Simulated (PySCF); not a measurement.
# Ionisation energy of Ne by level of theory

Ne [Ne] (1S) → Ne⁺ [He] 2s2 2p5 (2P), as a difference of total energies. Calculation: PySCF 2.14, in cc-pVDZ-DK; scalar relativity by spin-free X2C-1e. Correlated levels: valence: 1s2 frozen. The calculations carry no spin-orbit coupling.

```csv
method,ionisation energy (eV)
UHF,19.646
BP86,21.340
M06-2X,21.200
MP2 (valence),21.055
SCS-MP2 (valence),20.931
CCSD (valence),20.870
CCSD(T) (valence),20.870
```

**Question.** How much does correlation contribute at CCSD(T) (valence)?

**Answer.** 20.870 − (19.646) = 1.224 eV, measured against UHF.

Errors of the correlated levels include the incompleteness of this basis and the frozen core.

For comparison: 21.597 eV (measured; NIST levels, between the centres of gravity of the two terms).
